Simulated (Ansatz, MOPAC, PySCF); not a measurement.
System: CHCl₂ (charge -1, singlet). SMILES: Cl[CH-]Cl
Structure (B3LYP-D3(BJ)/def2-TZVP (Ansatz, a program for electronic structure) minimum search):
```
C
H 1 1.1032
Cl 1 1.9345 2 96.39
Cl 1 1.9345 2 96.39 3 105.86
```
Charge -1, spin multiplicity 1.

Unscaled harmonic wavenumbers (cm⁻¹) in rising order, each level at the stationary point that it reaches from this structure (no distance between atoms moves by over 0.3 Å); the order of modes can differ between levels, and a negative number is imaginary. B3LYP-D3(BJ)/def2-TZVP (PySCF, at the structure above): 218, 415, 508, 1041, 1182, 2918.

AM1 (MOPAC): 281, 616, 677, 962, 1131, 2901. Zero-point energy 9.4 against 9.0 kcal/mol; where all levels lie over 400 cm⁻¹, the wavenumbers are on average 1.052 times those of B3LYP-D3(BJ)/def2-TZVP.

B3LYP/6-31G* (Ansatz): 202, 382, 505, 1067, 1184, 2876. Zero-point energy 8.9 against 9.0 kcal/mol; where all levels lie over 400 cm⁻¹, the wavenumbers are on average 1.002 times those of B3LYP-D3(BJ)/def2-TZVP.
